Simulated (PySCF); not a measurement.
Below is a simulated gas-phase Si 2p photoelectron spectrum of `[SiH3][N-][SiH3]`.

Every computed line was given a Gaussian of 0.5 eV full width at half maximum and an area set by the number of equivalent atoms (split 2:1 within a doublet); the highest printed point is 100. Level of theory: PySCF, delta-SCF UKS SCAN, pcX-2 on the ionised atom, pcseg-1 elsewhere, spin-free X2C.

(binding energy (eV), intensity): (100.5, 1), (100.6, 2), (100.7, 7), (100.8, 19), (100.9, 41), (101.0, 68), (101.1, 92), (101.2, 100), (101.3, 89), (101.4, 67), (101.5, 50), (101.6, 45), (101.7, 49), (101.8, 51), (101.9, 46), (102.0, 33), (102.1, 19), (102.2, 9), (102.3, 3), (102.4, 1), (102.5, 0)

Task: How many maxima does the curve show, and how many computed lines lie under it?

Result: The curve has 2 maxima (at 101.2 and 101.8 eV). Under it lie 2 lines from 1 inequivalent silicon site, drawn as a 2p3/2, 2p1/2 pair.

Task: Decompose the envelope and assign each component. Numbering: `[SiH3:1][N-:2][SiH3:3]`.

Result: 
| position (eV) | relative area | line | atoms | environment |
| --- | --- | --- | --- | --- |
| 101.18 | 1.33 | Si 2p3/2 | Si1/Si3 | SiH3 silicon |
| 101.81 | 0.67 | Si 2p1/2 | Si1/Si3 | SiH3 silicon |

Task: What are the centre and the root-mean-square width of the whole band?

Result: The area-weighted mean of the lines is 101.39 eV. Their own spread about it is 0.29 eV (rms) and each Gaussian has σ = 0.5/2.355 = 0.21 eV; the variances add, which gives 0.36 eV.

The curve has no shake-up lines and no vibrational structure. Atoms equivalent by their bonding share one computed value, that of the first of them. The 2p values add to the ΔSCF energy of one spin-free hole a correction within the shell (spin–orbit coupling, ligand field). 2p1/2 minus 2p3/2 (ligand field included): Si 0.62 eV. The species carries charge -1, so core ionisation leaves a neutral species. The basis sets have no added diffuse functions. Isolated species at its GFN2-xTB geometry, gas phase.

On one thread of an Arm Neoverse V2, no GPU, on a shared host, this took 7.0 s.
